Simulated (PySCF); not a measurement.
ethanol (C₂H₆O), SMILES CCO.

Geometry optimised at PBE0-D3(BJ)/def2-TZVP. Other conformers were not sampled.

All values below come from PBE0-D3(BJ)/def2-TZVP (PySCF).

Frequencies are harmonic and unscaled.

Computed harmonic wavenumbers and intensities:
```tsv
mode	ν (cm⁻¹)	IR (km/mol)	moving atoms (share of kinetic energy)
1	267	10.3	H 94 %
2	287	108.8	H 88 %
3	425	14.7	O 34 %, H 33 %, C 32 %
4	804	3.1	H 92 %
5	901	7.9	H 44 %, C 38 %, O 18 %
6	1066	36.5	H 70 %, C 28 %
7	1102	82.5	C 51 %, H 29 %, O 20 %
8	1147	18.5	H 44 %, C 43 %, O 13 %
9	1281	10.3	H 77 %, C 23 %
10	1372	1.7	H 81 %, C 14 %
11	1395	5.0	H 81 %, C 17 %
12	1421	48.0	H 75 %, C 22 %
13	1481	8.4	H 96 %
14	1486	2.0	H 96 %
15	1512	1.5	H 92 %, C 8 %
16	3003	64.8	H 94 %
17	3041	15.4	H 97 %
18	3090	7.4	H 92 %, C 8 %
19	3117	46.6	H 91 %, C 9 %
20	3132	27.2	H 91 %, C 9 %
21	3859	22.5	H 94 %
```
